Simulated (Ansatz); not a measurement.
# BSiH2 (doublet): B2PLYP, RPA-PBE over a scan of the distance Si1–B2, 6-31G

How well do these functionals follow the top wave-function level for BSiH2 (doublet) over a scan of the distance Si1–B2?

Program: Ansatz 0.2.0, Gaussian basis. Level of theory: 6-31G, all electrons in the functionals, frozen cores in the correlation of double hybrids and RPA. These are calculated values, not measurements.

To be run: B2PLYP, RPA-PBE, at 1.532 Å; 1.728 Å; 1.954 Å; 2.109 Å; 2.442 Å; 2.747 Å; 3.119 Å; 3.597 Å; 4.362 Å; 5.167 Å; 6.513 Å.

## Step 1: What is computed

The geometry derives from a PBE0/def2-TZVP stationary point (not a proven minimum). One bond is set to the value named and the two fragments are kept rigid.

4 atoms, charge 0, spin multiplicity 2.

Atoms are counted from 1 here; the program's logs count them from 0.

Bond lengths: Si1–B2 1.954 Å, Si1–H3 1.501 Å, Si1–H4 1.501 Å. Angles: B2–Si1–H3 102.8°, B2–Si1–H4 102.8°, H3–Si1–H4 107.0°.

No dispersion term is added.

The geometry shown and the zero of energy belong to the point 1.954 Å. The yardstick, FCI, and other wave-function levels (R restricted, U unrestricted, valence and pair active spaces) come from earlier runs.

## Step 2: B2PLYP, 1.532 Å

The input, in.yaml:

```yaml
crystal:
  periodic: [false, false, false]
  atoms:
    - {symbol: Si, position_ang: [-0.075104, 0.000000, 0.383252]}
    - {symbol: B, position_ang: [0.060915, -0.000001, -1.142697]}
    - {symbol: H, position_ang: [0.719671, -1.206838, 0.788670]}
    - {symbol: H, position_ang: [0.719672, 1.206839, 0.788668]}
basis:
  gaussian: {orbitals: 6-31G}
magnetization: {spin_polarized: true, initial_magnetization: 1}
hamiltonian: {xc: {name: B2PLYP}}
correlation: {electrons: outside_noble_gas}
```

Command:

```bash
$ ansatz run in.yaml --threads 1 --pin off --events-out ev --progress --plain --max-ram 2816MiB --backend cpu
```

Further steps of the session: B2PLYP, 1.728 Å; B2PLYP, 1.954 Å; B2PLYP, 2.109 Å; B2PLYP, 2.442 Å; B2PLYP, 2.747 Å; B2PLYP, 3.119 Å; B2PLYP, 3.597 Å; B2PLYP, 4.362 Å; B2PLYP, 5.167 Å; B2PLYP, 6.513 Å; RPA-PBE, 1.532 Å; RPA-PBE, 1.728 Å; RPA-PBE, 1.954 Å; RPA-PBE, 2.109 Å; RPA-PBE, 2.442 Å; RPA-PBE, 2.747 Å; RPA-PBE, 3.119 Å; RPA-PBE, 3.597 Å; RPA-PBE, 4.362 Å; RPA-PBE, 5.167 Å; RPA-PBE, 6.513 Å.

**Question.** What will the summary of the whole plan be? Wanted: span of the FCI curve; largest miss, B2PLYP; largest miss, RPA-PBE.

As calculated:

| quantity | value |
| --- | --- |
| span of the FCI curve | 2.779 eV |
| largest miss, B2PLYP | -0.268 eV (1.532 Å) |
| largest miss, RPA-PBE | -0.328 eV (6.513 Å) |

In words: Of the functionals, B2PLYP keep the smallest largest miss at the points compared (at most 0.268 eV) and RPA-PBE strays most (0.328 eV, at 6.513 Å). B2PLYP clearly breaks the spin symmetry at some points (⟨S²⟩ up to 0.30 above the pure value), so energy there is bought with a mixed spin. Functionals and the yardstick converge differently with the basis, so part of each miss in 6-31G is the basis.
